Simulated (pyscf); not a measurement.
HO–Si•(OH)–Cl (SMILES O[Si](O)Cl) + H₂ (SMILES [H][H]) → HO–SiH(OH)–Cl (SMILES O[SiH](O)Cl) + H• (SMILES [H]) (hydrogen abstraction; doublet surface; H–H broken, H–Si formed). Single points on ωB97X-D3(BJ)/def2-SVP structures (PySCF, gas phase). Rate constants from transition-state theory, ωB97M-D3(BJ)/def2-TZVP energies (ideal gas, 1 atm, RRHO with modes under 100 cm⁻¹ raised to 100, one conformer, R ln 2 for rigid chiral ones; no tunnelling), k in cm³ molecule⁻¹ s⁻¹.

```csv
T (K),1000/T,log10 k
298,3.354,-20.53
600,1.667,?
900,1.111,-14.06
1200,0.833,-13.11
```

Q: Fit an Arrhenius line to the three values, give the activation energy, and predict k at 600 K.

A: Least squares gives log10 k = -10.74 − 2.92 × 1000/T, so Ea = 2.92 × ln 10 × 1.987 = 13.4 kcal/mol, against an electronic barrier of 13.9. At 600 K the line gives -15.61; the computed value is -15.79 (ΔG‡ = 26.9 kcal/mol), a factor 1.5 under the line, since the plot is curved. This is the saddle that the search found; another between the same sides may lie lower. The angle at the transferred H is 178°.
